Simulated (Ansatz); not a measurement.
# Relaxing CaSbC

These are results of DFT PBE, scalar-relativistic, plane waves, PAW (Ansatz), not measurements. Cutoff 420 eV, Γ-centred k mesh, Gaussian smearing, no spin polarisation in the final step.

The start puts CaSbC on the matlockite structure type (P4/nmm, No. 129), with Ca in place of Pb, Sb in place of Cl, C in place of F, at a guessed volume.

```yaml
crystal:
  lattice:
    - [4.05013, 0.00000, 0.00000]
    - [0.00000, 4.05013, 0.00000]
    - [0.00000, 0.00000, 7.12772]
  atoms:
    - { symbol: Ca, position: [0.50000, 0.00000, 0.20550] }
    - { symbol: Ca, position: [0.00000, 0.50000, 0.79450] }
    - { symbol: Sb, position: [0.50000, 0.00000, 0.64850] }
    - { symbol: Sb, position: [0.00000, 0.50000, 0.35150] }
    - { symbol: C, position: [0.00000, 0.00000, 0.00000] }
    - { symbol: C, position: [0.50000, 0.50000, 0.00000] }
```

Steps on the 4×4×4 mesh (6 atoms). 12 of 13 steps are shown, and the free energy counts from the last. Trial steps that were taken back and renewals of the plane-wave basis can be among the rows.

```
step  ΔF (meV/atom) V (Å³/atom) P (GPa) largest force component (eV/Å)
   1          417.5        19.49     3.73                           1.518
   2          307.8        20.67     0.42                           0.307
   3          278.7        20.94    -0.03                           0.280
   4          226.6        21.09    -0.62                           0.488
   5          218.4        20.98     0.32                           1.387
   6          167.2        20.67    -0.71                           0.530
   8           79.3        20.17     0.20                           0.532
   9           34.7        20.11     0.45                           0.572
  10            3.7        20.21    -0.03                           0.154
  11            2.6        20.08     0.26                           0.067
  12            2.4        20.21    -0.01                           0.006
  13            0.0        20.21     0.11                           0.006
```

A final relaxation ran on a 8×8×6 mesh. The relaxed crystal, P4/nmm (No. 129):

```
Ca Sb C
1.0
     4.36689    0.00000    0.00000
     0.00000    4.36689    0.00000
     0.00000    0.00000    6.35410
Ca Sb C
2 2 2
Direct
  0.50000 0.00000 0.31308
  0.00000 0.50000 0.68692
  0.50000 0.00000 0.84417
  0.00000 0.50000 0.15583
  0.00000 0.00000 0.00000
  0.50000 0.50000 0.00000
```

| Quantity | Value |
| --- | --- |
| Volume per atom | 20.20 Å³ |
| Density | 4.76 g/cm³ |
| Energy over the elements | 0.66 eV/atom |
| Gap on the 8×8×6 mesh | 0 eV (a metal) |

Energies over the elements count from the elements' standard structures at the same level, with no empirical corrections.

The final run used a 8×8×6 mesh on its 6-atom cell and 0.10 eV smearing. For metals, differences of a few meV/atom aren't resolved. Spin–orbit coupling is left out.

Symmetry constrained the relaxation, so the result can be a saddle point.

Cost: 3 runs of about 2.2 core-minutes in all, on Arm Neoverse V2 (shared hosts).